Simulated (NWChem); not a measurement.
C2H5O, doublet; SMILES C([O])C

Results from NWChem. Pople sets run with spherical d functions. Spin-unrestricted. The geometry was optimised at PBE0/def2-SVP, spin-unrestricted. No stability test was run on the SCF state. Solvent water, SMD (1 M gas to 1 M solution), gas-phase geometry. Reactions with the solvent are ignored.

**Question.** Taking M06-2X/6-311++G** as the yardstick, which of these has the fewest basis functions while keeping “solvation free energy (kcal/mol)” within 0.3 kcal/mol of it: M06-2X/6-31+G*; M06-2X/STO-3G; M06-2X/6-311G**; M06-2X/3-21G; M06-2X/6-31G*?

**Answer.** M06-2X/6-31+G* (a larger set in the list lies outside the tolerance).
```tsv
level	basis functions	solvation free energy (kcal/mol)	relative time (rough)
M06-2X/STO-3G	20	0.0	1
M06-2X/3-21G	37	-2.7	2
M06-2X/6-31G*	52	-2.3	3
M06-2X/6-31+G*	64	-3.1	4
M06-2X/6-311G**	84	-2.7	5
M06-2X/6-311++G**	101	-3.2	8
```

The yardstick is one finite set, not the basis-set limit.
